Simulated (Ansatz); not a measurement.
Input file:

```yaml
crystal:
  periodic: [false, false, false]
  atoms:
    - {symbol: Si, position_ang: [-0.018261, 0.000000, 0.580059]}
    - {symbol: B, position_ang: [0.127982, -0.000001, -1.510314]}
    - {symbol: H, position_ang: [0.661937, -1.230696, 1.055108]}
    - {symbol: H, position_ang: [0.661938, 1.230696, 1.055107]}
    - {symbol: H, position_ang: [-1.445963, 0.000001, 0.989065]}
    - {symbol: H, position_ang: [-0.370895, -1.096559, -1.531404]}
    - {symbol: H, position_ang: [-0.370894, 1.096559, -1.531405]}
basis:
  gaussian: {orbitals: def2-SVP}
magnetization: {spin_polarized: true, initial_magnetization: 4}
correlation: {method: bccd, electrons: outside_noble_gas}
output: {forces: true}
```

```sh
$ ansatz run in.yaml --threads 1 --pin off --events-out ev --progress --plain --max-ram 2393MiB
```

The program prints:

```
569 factors; integrals over basis functions are off by at most 1.2e-3 eV
mean field evaluation 1: about -8594.9305 eV, gradient 1.1e1 eV
mean field evaluation 2: about -8594.9621 eV, gradient 1.1e1 eV
mean field evaluation 4: about -8597.0922 eV, gradient 2.4e0 eV
mean field evaluation 8: about -8597.4751 eV, gradient 3.3e-1 eV
mean field evaluation 16: about -8597.4821 eV, gradient 2.4e-6 eV
mean field evaluation 32: about -8597.4923 eV, gradient 6.5e-2 eV
mean field evaluation 64: about -8597.4821 eV, gradient 4.5e-6 eV
mean field evaluation 96: about -8597.1132 eV, gradient 4.6e0 eV
mean field evaluation 128: about -8597.4879 eV, gradient 4.0e-1 eV
mean field evaluation 160: about -8597.0696 eV, gradient 1.3e0 eV
...
mean field -8597.49307380 eV, -315.9520428719 hartree, gradient 2.9e-6 eV, S^2 6.031906; 22 other end points of the search recorded, 0 dependent functions left out
determinant -8597.49307380 eV, -315.9520428719 hartree, with singles and doubles -8603.36859733 eV, -316.1679643792 hartree
determinant -8597.48209943 eV, -315.9516395715 hartree, with singles and doubles -8603.39850978 eV, -316.1690636415 hartree
determinant -8597.19151837 eV, -315.9409609144 hartree, with singles and doubles -8602.94335289 eV, -316.1523369344 hartree
determinant -8597.15441031 eV, -315.9395972183 hartree, with singles and doubles -8602.92378639 eV, -316.1516178786 hartree
determinant -8597.15365869 eV, -315.9395695967 hartree, with singles and doubles -8603.00482951 eV, -316.1545961583 hartree
determinant -8596.85901485 eV, -315.9287416355 hartree, with singles and doubles -8602.84603930 eV, -316.1487607257 hartree
determinant -8596.84359254 eV, -315.9281748761 hartree, with singles and doubles -8602.88798604 eV, -316.1503022401 hartree
determinant -8596.58470902 eV, -315.9186610821 hartree, with singles and doubles -8602.43938500 eV, -316.1338164560 hartree
determinant -8596.50265297 eV, -315.9156455780 hartree, with singles and doubles -8603.02635623 eV, -316.1553872508 hartree
determinant -8597.49307380 eV, -315.9520428719 hartree, with singles and doubles -8603.38471940 eV, -316.1685568544 hartree
determinant -8597.48209943 eV, -315.9516395715 hartree, with singles and doubles -8603.40340437 eV, -316.1692435142 hartree
determinant -8597.19151837 eV, -315.9409609144 hartree, with singles and doubles -8602.94663598 eV, -316.1524575856 hartree
determinant -8597.15441031 eV, -315.9395972183 hartree, with singles and doubles -8602.93326509 eV, -316.1519662144 hartree
determinant -8597.15365869 eV, -315.9395695967 hartree, with singles and doubles -8603.26845551 eV, -316.1642842353 hartree
determinant -8596.84359254 eV, -315.9281748761 hartree, with singles and doubles -8602.89502373 eV, -316.1505608706 hartree
determinant -8596.50265297 eV, -315.9156455780 hartree, with singles and doubles -8603.28204929 eV, -316.1647837972 hartree
6 core orbitals not correlated: weight in the atoms' cores, before any rotation towards them, 1.000 or more for the frozen orbitals, at most 0.000 for the correlated occupied ones
reference -8597.48209943 eV, -315.9516395715 hartree; 8, 4 occupied and 43, 47 virtual orbitals, 569 factors
second order -4.68145980 eV of doubles, -0.00000000 eV of singles
...
cycle   9  -5.90624917 eV  change    3.7e-5 eV  update   1.0e-4
cycle  10  -5.90621962 eV  change    3.0e-5 eV  update   6.5e-5
cycle  11  -5.90621578 eV  change    3.8e-6 eV  update   4.3e-5
cycle  12  -5.90621315 eV  change    2.6e-6 eV  update   2.7e-5
cycle  13  -5.90621217 eV  change    9.8e-7 eV  update   1.5e-5
cycle  14  -5.90621473 eV  change   -2.6e-6 eV  update   9.3e-6
cycle  15  -5.90621817 eV  change   -3.4e-6 eV  update   5.4e-6
cycle  16  -5.90621972 eV  change   -1.6e-6 eV  update   3.3e-6
cycle  17  -5.90622083 eV  change   -1.1e-6 eV  update   2.0e-6
cycle  18  -5.90622051 eV  change    3.2e-7 eV  update   1.2e-6
the calculation of the forces begins
Total energy: -8603.38831994 eV, -316.1686891718 hartree
Atom 0 at    -0.018261     0.000000     0.580059 Å, force    -3.566957     0.000002     1.010865 eV/Å
Atom 1 at     0.127982    -0.000001    -1.510314 Å, force     1.445154    -0.000001     0.058710 eV/Å
Atom 2 at     0.661937    -1.230696     1.055108 Å, force     1.584792    -3.899879    -0.435903 eV/Å
Atom 3 at     0.661938     1.230696     1.055107 Å, force     1.584795     3.899877    -0.435906 eV/Å
Atom 4 at    -1.445963     0.000001     0.989065 Å, force    -0.225613    -0.000000    -0.598272 eV/Å
Atom 5 at    -0.370895    -1.096559    -1.531404 Å, force    -0.411086    -0.314606     0.200253 eV/Å
Atom 6 at    -0.370894     1.096559    -1.531405 Å, force    -0.411085     0.314606     0.200253 eV/Å
Dipole moment:    -0.023419     0.000000     0.157324 e Å
```

Forces (eV/Å):
```
Si  -3.567  0.000  1.011
B    1.445  0.000  0.059
H    1.585 -3.900 -0.436
H    1.585  3.900 -0.436
H   -0.226  0.000 -0.598
H   -0.411 -0.315  0.200
H   -0.411  0.315  0.200
```

Ran on 1 thread of Arm Neoverse V1, shared host: 42 s wall, 0.3 GiB peak host memory.
